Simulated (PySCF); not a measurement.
C4H5O (charge +1).
Bonds: C1–O2, O2–C3, C3–C4 (double), C4–C5, C3–C5. Hydrogens: H6, H7, H8 on C1; H9 on C4; H10 on C5.
Bond orders are those of one Lewis drawing.

Method: PBE0-D3(BJ)/def2-SVP geometry optimisation, gas phase in PySCF 2.14.0; density fitting, grid level 1; the optimiser is geomeTRIC in internal coordinates, started from a GFN2-xTB structure with every atom displaced at random (about 0.01 Å).

Step 1: E = -6254.5394 eV
```
atom  x, y, z in Å  |  force x, y, z in eV/Å
C1      1.0982    1.2357   -0.7710    0.049  -0.151   0.337
O2      0.2773    0.8570    0.3674   -0.242   0.282  -0.065
C3     -0.3526   -0.2169    0.4531   -0.198  -0.300   0.576
C4     -0.8490   -1.4451    0.0469    0.427  -0.428   0.227
C5     -1.1269   -0.9958    1.2976   -0.839   0.407  -0.334
H6      0.8917    0.5805   -1.6311    0.072   0.076   0.075
H7      0.8328    2.2872   -0.9779    0.290  -0.275   0.013
H8      2.1119    1.0993   -0.3588    0.039   0.337  -0.585
H9     -0.9218   -2.2970   -0.6358   -0.102   0.203  -0.170
H10    -1.7666   -1.0935    2.1899    0.502  -0.152  -0.074
```

Step 2: E = -6254.6103 eV
```
atom  x, y, z in Å  |  force x, y, z in eV/Å
C1      1.0964    1.2165   -0.7524   -0.226  -0.155   0.038
O2      0.2722    0.8733    0.4077    0.265   0.214  -0.212
C3     -0.3635   -0.2022    0.4930    0.012  -0.172   0.261
C4     -0.8375   -1.4275    0.0511    0.425  -0.264   0.217
C5     -1.1546   -0.9990    1.2993   -0.621   0.375  -0.418
H6      0.8637    0.5488   -1.5919    0.001  -0.022   0.018
H7      0.8450    2.2532   -0.9963    0.024   0.041   0.018
H8      2.1457    1.1270   -0.4454   -0.037   0.010   0.051
H9     -0.8793   -2.2543   -0.6625   -0.119   0.130  -0.128
H10    -1.7931   -1.1244    2.1777    0.274  -0.158   0.156
```

Step 3: E = -6254.6381 eV
```
atom  x, y, z in Å  |  force x, y, z in eV/Å
C1      1.0805    1.1972   -0.7482   -0.092  -0.046  -0.013
O2      0.2834    0.8918    0.4329    0.088   0.036  -0.106
C3     -0.3577   -0.1830    0.5194    0.041  -0.075   0.106
C4     -0.8099   -1.4065    0.0511    0.320  -0.136   0.167
C5     -1.1728   -0.9874    1.2897   -0.399   0.246  -0.289
H6      0.8172    0.5158   -1.5665    0.000  -0.005  -0.015
H7      0.8498    2.2344   -1.0062   -0.029   0.064  -0.014
H8      2.1353    1.1009   -0.4703    0.039  -0.028   0.074
H9     -0.8280   -2.2106   -0.6882   -0.112   0.067  -0.076
H10    -1.8029   -1.1412    2.1666    0.145  -0.123   0.165
```

**Question.** Estimate the geometry and energy of step 4. (The exact step hangs on the optimiser's Hessian estimate; all steps are aligned on step 3, rigid shifts and turns removed.)

**Answer.** E = -6254.6522 eV, largest force 0.213 eV/Å
```
atom  x, y, z in Å  |  force x, y, z in eV/Å
C1      1.0734    1.1860   -0.7483    0.060   0.070  -0.027
O2      0.2832    0.9040    0.4382   -0.071  -0.086   0.010
C3     -0.3610   -0.1705    0.5329    0.079   0.051  -0.023
C4     -0.7964   -1.3938    0.0526    0.144  -0.068   0.069
C5     -1.1904   -0.9785    1.2828   -0.173   0.100  -0.072
H6      0.8082    0.4938   -1.5569   -0.010  -0.003  -0.007
H7      0.8508    2.2232   -1.0221   -0.024  -0.010  -0.002
H8      2.1287    1.0890   -0.4664    0.005  -0.018   0.019
H9     -0.8088   -2.1783   -0.7073   -0.075   0.012  -0.016
H10    -1.7926   -1.1634    2.1750    0.066  -0.049   0.049
```

The energy changes by -0.0141 eV. The first-order estimate −F·Δx gives -0.0223 eV and the mean of the old and new forces, exact on a quadratic surface, -0.0138 eV. The step makes an angle of 66° with the force vector and moves no atom by more than 0.042 Å.

What follows is the cost of the whole optimisation. Time: 28 s wall; peak memory 0.40 GiB. Hardware: Intel Xeon Platinum 8259CL at 2.50 GHz, one thread, on a shared host.
